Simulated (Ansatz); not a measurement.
For cubic Cu3N, LDA in Ansatz (plane waves, PAW) gives:

```
Item                        Value
-------------------  ------------
lattice parameter a       3.720 Å
bulk modulus B0           146 GPa
cohesive energy      4.67 eV/atom
band gap                  0.00 eV
```

Q: What does PBEsol in Ansatz (plane waves, PAW) give for the same quantities?

A: 
- lattice constant a: 3.765 Å (rises by 1.2 %)
- bulk modulus: 133 GPa (drops by 8.9 %)
- cohesive energy: 4.14 eV/atom (shrinks by 0.53 eV/atom)
- band gap: 0.02 eV (hardly moves)

For comparison: lattice constant a 3.807 Å (measured, temperature not stated, copied from a table, unchecked, not corrected to a static lattice; as tabulated in Zeitschrift fuer Anorganische und Allgemeine Chemie 239, 282 (1938)).

Changes are worked out from the printed values.

Unless a cell is named, each level is at its own relaxed cell (LDA 12.87, PBEsol 13.35 Å³/atom).

A gap of zero means that the bands touch or overlap. Density-functional gaps are differences of (generalised) Kohn–Sham levels.

Caveats: the bulk modulus is −V dP/dV from two relaxed cells at ±2 % in volume (LDA, PBEsol). Ansatz's density-functional and Hartree–Fock values are scalar-relativistic unless marked +SOC, with PAW data made under PBE.

Ansatz is a program for electronic structure.
